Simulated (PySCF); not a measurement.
# HO, SMILES `[OH]` (charge 0, multiplicity 2)

The numbers are results of TPSSh-D3(BJ)/def2-TZVP // PBE-D3(BJ)/def2-SVP (PySCF), not measurements.

| Quantity | Value |
|---|---|
| highest occupied spin orbital | -8.07 eV |
| dipole moment | 1.75 D |
| total energy | -75.7653 Ha |
| cost | about 11 core-seconds (a rough figure) |

Bonded distances (Å): O1–H2 0.990.
Charge 0, spin multiplicity 2.
